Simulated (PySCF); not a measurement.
Calculation: B3LYP-D3(BJ)/def2-TZVP (PySCF). Isolated molecules, 0 K electronic values unless said otherwise. One relaxed conformer stands for a flexible species; it need not be the lowest. B3LYP has the VWN-RPA correlation part, as in Gaussian. Delta-SCF ions had no search for a lower state. 

Reference species (SMILES): `S` (neutral, multiplicity 1).

```
Quantity                                   Value
--------------------------------------  --------
vertical ionisation energy (Delta-SCF)  10.41 eV
HOMO                                    -7.23 eV
```

Changed species: `S[SeH]` (H–S–Se–H torsion 90°) (X = selanyl; the reference has X = H).

### Question
Predict the effect on the vertical ionisation energy (Delta-SCF) and HOMO.

### Answer
the vertical ionisation energy (Delta-SCF) falls by 0.83 eV, to 9.58 eV; the HOMO rises by 0.27 eV, to -6.96 eV.
